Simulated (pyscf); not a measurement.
Structures and frequencies: ωB97X-D3(BJ)/def2-SVP in PySCF. MP2 and CC: frozen core, UHF for open shells. ΔMP2 is the change of the MP2 total energy from the triple- to the quadruple-zeta basis.

### Question
H₃C–AlH–CH₃ (SMILES [CH3][AlH][CH3]) -> CH₄ (SMILES C) + H₃C–Al (SMILES [CH3][Al]) [singlet]
Surface: singlet. Broken: Al–C, Al–H. Formed: C–H. Give ΔE‡ and ΔE from CCSD(T)/def2-TZVPP + ΔMP2(QZVPP), relative to the reactant's lowest minimum found.

### Answer
ΔE‡ = 312.8 kJ/mol, ΔE = +94.9 kJ/mol. Zero-point energy shifts the barrier by -4.0 kJ/mol. It is a 1,1-elimination, with an imaginary mode of 1477i cm⁻¹. One saddle was located; it need not be the lowest between these sides. The CCSD(T) − MP2 part came from Ansatz, without density fitting, on the same reference.
